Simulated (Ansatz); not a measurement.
Start from `CC(F)(F)CF` and change one atom or group to get `FCC(F)F`.

Ansatz, PBE0-D4/def2-TZVP geometries, multiplicity 1. Each molecule was computed in one conformer, which needn't be the lowest.

```tsv
property	`CC(F)(F)CF`
HOMO energy (ωB97M-V/def2-TZVPP) / eV	-11.91
HOMO–LUMO gap (ωB97M-V/def2-TZVPP) / eV	14.61
ideal-gas entropy at 298 K and 1 bar (rigid rotor, harmonic PBE0-D4/def2-TZVP) / J/(mol·K)	328
HOMO energy (PBE/def2-TZVPP) / eV	-7.76
size of the dipole moment (ωB97M-V/def2-TZVPP) / D	1.66
LUMO energy (ωB97M-V/def2-TZVPP) / eV	2.70
```

Question: What does the change do to each property? (An estimate is asked.)

Answer: Ansatz gave: 
| property | `FCC(F)F` | shift |
| --- | --- | --- |
| HOMO energy (ωB97M-V/def2-TZVPP) / eV | -12.16 | -0.25 |
| HOMO–LUMO gap (ωB97M-V/def2-TZVPP) / eV | 15.25 | 0.64 |
| ideal-gas entropy at 298 K and 1 bar (rigid rotor, harmonic PBE0-D4/def2-TZVP) / J/(mol·K) | 302 | -26 |
| HOMO energy (PBE/def2-TZVPP) / eV | -7.94 | -0.18 |
| size of the dipole moment (ωB97M-V/def2-TZVPP) / D | 1.50 | -0.16 |
| LUMO energy (ωB97M-V/def2-TZVPP) / eV | 3.08 | 0.38 |

With PBE0 the HOMO falls by 0.23 eV and the LUMO rises by 0.13 eV, so the gap widens by about 0.36 eV. PBE moves the HOMO by -0.18 eV and ωB97M-V by -0.25 eV. The zero-point energy changes by -71.6 kJ/mol with -9 modes. Dipoles are sizes alone; their direction can turn.
